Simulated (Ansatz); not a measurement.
Basis-set extrapolation for C₆H₁₄O (`CC(C)CC(C)O`) (PBE0-D4/def2-TZVP geometry, frozen core, Ansatz). Multiplicity 1, RHF reference.

|  | def2-TZVPP | def2-QZVPP |
| --- | --- | --- |
| HF | -310.346151 | -310.360853 |
| MP2 correlation | -1.302022 | -1.387363 |
| CCSD(T) correlation | -1.423279 | not run |

Energies in hartree. Use E(X) = E(∞) + A·exp(−7.88·√X) for Hartree–Fock and E(X) = E(∞) + B·X^(−2.97) for correlation, with X = 3 and 4, and add CCSD(T) minus MP2 of the smaller set to the MP2 limit.

Q: What is the CCSD(T) energy at the basis-set limit?

A: HF limit: -310.360853 + (-0.014702) × 0.13774 = -310.36288. MP2 limit: -1.387363 + (-0.085341) × 0.74074 = -1.45058. Higher-order term: -1.423279 − (-1.302022) = -0.12126. Total: -311.93472 hartree, 434.0 kJ/mol below CCSD(T)/def2-TZVPP.
